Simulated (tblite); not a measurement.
Compound: C5H6.
Numbering: `[CH3:1][CH:2]=[C:3]1[CH:4]=[CH:5]1` (hydrogens: H6, H7, H8 on C1; H9 on C2; H10 on C4; H11 on C5)

Computed with GFN2-xTB (tblite), gas phase: Langevin dynamics at 300 K from the optimised GFN2-xTB geometry, time step 0.5 fs, friction 0.01 fs⁻¹, 2000 steps. The instantaneous temperature is 2·E(kin)/(3Nk) with all 3N coordinates.

| t (fs) | T (K) | E(pot) above start (eV) | C1–C2 (Å) | C2=C3 (Å) | C3–C4 (Å) | C4=C5 (Å) | C3–C5 (Å) | C1–H6 (Å) |
| --- | --- | --- | --- | --- | --- | --- | --- | --- |
| 0 | 263 | 0.000 | 1.501 | 1.310 | 1.454 | 1.322 | 1.453 | 1.087 |
| 50 | 300 | 0.393 | 1.516 | 1.300 | 1.412 | 1.317 | 1.483 | 1.103 |
| 100 | 319 | 0.281 | 1.494 | 1.306 | 1.498 | 1.349 | 1.457 | 1.064 |
| 150 | 358 | 0.322 | 1.540 | 1.271 | 1.484 | 1.324 | 1.483 | 1.120 |
| 200 | 333 | 0.362 | 1.536 | 1.283 | 1.461 | 1.363 | 1.561 | 1.091 |
| 250 | 467 | 0.359 | 1.460 | 1.298 | 1.452 | 1.303 | 1.456 | 1.085 |
| 300 | 283 | 0.367 | 1.527 | 1.338 | 1.508 | 1.338 | 1.431 | 1.126 |
| 350 | 259 | 0.391 | 1.519 | 1.330 | 1.463 | 1.305 | 1.440 | 1.050 |
| 400 | 323 | 0.341 | 1.541 | 1.348 | 1.469 | 1.321 | 1.490 | 1.132 |
| 450 | 356 | 0.327 | 1.458 | 1.324 | 1.441 | 1.309 | 1.446 | 1.103 |
| 500 | 304 | 0.435 | 1.487 | 1.307 | 1.435 | 1.330 | 1.401 | 1.059 |
| 550 | 309 | 0.331 | 1.517 | 1.317 | 1.450 | 1.330 | 1.451 | 1.108 |
| 600 | 208 | 0.300 | 1.483 | 1.308 | 1.450 | 1.322 | 1.428 | 1.082 |
| 650 | 254 | 0.349 | 1.482 | 1.321 | 1.506 | 1.330 | 1.462 | 1.067 |
| 700 | 212 | 0.241 | 1.504 | 1.289 | 1.514 | 1.302 | 1.458 | 1.108 |
| 750 | 283 | 0.280 | 1.506 | 1.286 | 1.472 | 1.323 | 1.522 | 1.062 |
| 800 | 244 | 0.378 | 1.473 | 1.309 | 1.471 | 1.353 | 1.440 | 1.113 |
| 850 | 352 | 0.347 | 1.498 | 1.297 | 1.486 | 1.288 | 1.471 | 1.126 |
| 900 | 173 | 0.447 | 1.529 | 1.363 | 1.469 | 1.329 | 1.457 | 1.054 |
| 950 | 328 | 0.293 | 1.486 | 1.323 | 1.464 | 1.291 | 1.465 | 1.138 |
| 1000 | 405 | 0.454 | 1.489 | 1.328 | 1.450 | 1.330 | 1.414 | 1.045 |

**Question.** From 500 fs on, how do temperature and potential energy compare with equipartition?

**Answer.** The mean temperature of these 11 frames is 279 K against the target 300 K, and the mean potential energy 0.35 eV against 27 × kT/2 = 0.35 eV for 27 classical harmonic modes. For 11 atoms in a canonical ensemble the temperature itself scatters by T·√(2/(3N)) = 74 K; here its standard deviation is 66 K. The whole run lasts only 10 friction times of 100 fs, so these averages carry a wide statistical error.

**Question.** What are the kinetic and total energies of the listed frame with the highest potential energy?

**Answer.** The one at 1000 fs, 0.454 eV above the start. Its kinetic energy is 3NkT/2 = 0.576 eV at 405 K, so the sum is 1.03 eV; over the listed frames the sum runs from 0.37 to 1.03 eV, since the thermostat adds and removes energy.

**Question.** How much do the listed bonds fluctuate from 500 fs on?

**Answer.** 
```
 bond  at the start (Å)  mean (Å)  standard deviation (Å)
C1–C2             1.501     1.496                   0.016
C2=C3             1.310     1.313                   0.020
C3–C4             1.454     1.470                   0.023
C4=C5             1.322     1.321                   0.018
C3–C5             1.453     1.452                   0.031
C1–H6             1.087     1.087                   0.031
```

The motion is classical and holds no zero-point motion.

What follows is the cost of the whole dynamics run. On Arm Neoverse N1, one thread, on a shared host, this took 9.5 s of wall time and 0.19 GiB of memory at its peak.
